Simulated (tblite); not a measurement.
Compound: C3H4P2.
Structure used (GFN2-xTB), in Å, numbered top down from 1:
```
atom  x, y, z in Å
C1    -1.2570    1.2825   -0.1029
C2    -0.8528    0.1679   -0.2855
C3    -0.2711   -1.1213   -0.5078
P4     1.6211   -1.2139   -0.6667
P5     2.4084    0.6405   -0.4801
H6    -1.6750    2.2308    0.0598
H7    -0.6621   -1.5568   -1.4338
H8    -0.5274   -1.7976    0.3149
H9     1.2295    1.3738   -0.2921
```

Computed values, GFN2-xTB/tblite, gas phase, harmonic and unscaled. Against measured fundamentals such values can be off by several per cent, at times by over 20. Modes of hydrogen on phosphorus can be 10 to 20 % off. One conformer, not necessarily the lowest.

Q: How many normal modes are there?

A: 9 atoms, non-linear: 3N − 6 = 21.

Q: What is the point group of the computed structure, and how do the modes divide by symmetry?

A: Cs. The vibrations span 14 a′ + 7 a″.

Q: How many distinct wavenumbers does the calculation give?

A: 21: Cs has no degenerate species.

Q: How many fundamentals are allowed in the infrared by symmetry?

A: 21 of 21: in Cs every mode is allowed. All fundamentals are allowed in the Raman spectrum.

Q: What thermal excitation has the softest real mode at 298.15 K?

A: θ = hcν̃/k = 61 K for 42.6 cm⁻¹, so N1/N0 = 0.81 and ⟨v⟩ = 1/(exp(θ/T) − 1) = 4.4.
